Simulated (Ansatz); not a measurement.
**CH₆AlO+ (SMILES [OH2+][CH2][AlH2]): functionals against CCSD(T) at one geometry**

An exercise on one series of results from a longer session: the logs are not shown, and one member is left open.

Computed with Ansatz 0.2.0, Gaussian basis. Level: single points in def2-TZVPP.

Correlated methods freeze the cores.

1 further run of the same task is left out (it didn't finish).

## Starting geometry

SMILES `[OH2+][CH2][AlH2]`, 9 atoms, charge 1, spin multiplicity 1.

Atoms are counted from 1 here; the program's logs count them from 0.

Bond lengths: O1–C2 1.457 Å, O1–H4 0.971 Å, O1–H5 0.974 Å, C2–Al3 1.945 Å, C2–H6 1.059 Å, C2–H7 1.113 Å, Al3–H8 1.568 Å, Al3–H9 1.628 Å. Angles: C2–O1–H4 121.5°, C2–O1–H5 110.6°, H4–O1–H5 112.9°, O1–C2–Al3 112.2°, O1–C2–H6 108.3°, O1–C2–H7 103.7°, Al3–C2–H6 113.4°, Al3–C2–H7 113.3°, H6–C2–H7 105.3°, C2–Al3–H8 122.1°, C2–Al3–H9 107.3°, H8–Al3–H9 129.2°.

Geometry (Å):

```
O     0.13276    0.24432   -1.39089
C     0.66919    0.40230   -0.04601
Al   -0.25740   -0.71299    1.25074
H     0.16094    0.96846   -2.03695
H    -0.73014   -0.20772   -1.36474
H     0.65467    1.43278    0.19865
H     1.74532    0.14298   -0.15941
H     0.13519   -0.72673    2.76880
H    -1.60765   -1.27119    0.53335
```

The first run:

The input, run/in.yaml:

```yaml
crystal:
  periodic: [false, false, false]
  atoms:
    - {symbol: O, position_ang: [0.132756, 0.244323, -1.390893]}
    - {symbol: C, position_ang: [0.669193, 0.402296, -0.046013]}
    - {symbol: Al, position_ang: [-0.257402, -0.712994, 1.250743]}
    - {symbol: H, position_ang: [0.160942, 0.968463, -2.036955]}
    - {symbol: H, position_ang: [-0.730144, -0.207717, -1.364735]}
    - {symbol: H, position_ang: [0.654667, 1.432784, 0.198646]}
    - {symbol: H, position_ang: [1.745318, 0.142982, -0.159414]}
    - {symbol: H, position_ang: [0.135190, -0.726732, 2.768803]}
    - {symbol: H, position_ang: [-1.607648, -1.271190, 0.533346]}
basis:
  gaussian: {orbitals: def2-TZVPP}
total_charge: 1
hamiltonian: {xc: pbe, dispersion: d4}
output: {forces: true}
```

The run is started by

```console
ansatz run in.yaml --threads 2 --pin off --events-out ev --progress --plain --max-ram 3481MiB
```

Among the steps run: PBE-D4/def2-TZVPP; r2SCAN-D4/def2-TZVPP; PBE0-D4/def2-TZVPP; wB97M-V/def2-TZVPP; CCSD(T)/def2-TZVPP.

One of the session's tables, all rows but one given; the rest of the session is left out.

| method | RMS force component (eV/Å) | angle to CCSD(T) forces (°) |
| --- | --- | --- |
| PBE-D4 | 0.649 | 18.5 |
| r2SCAN-D4 | 0.671 | 5.8 |
| PBE0-D4 | 0.643 | 7.8 |
| wB97M-V | ? | ? |
| CCSD(T) | 0.720 | reference |

Estimate the missing values for wB97M-V.

The run gave: RMS force component (eV/Å): 0.697; angle to CCSD(T) forces (°): 4.4. In the column «RMS force component (eV/Å)» it lies between r2SCAN-D4 (0.671) and CCSD(T) (0.720).

Caveats from the session: The reference is not at the basis limit: in triple zeta CCSD(T) underbinds, which counts against methods that bind more; the gaps are no ranking.
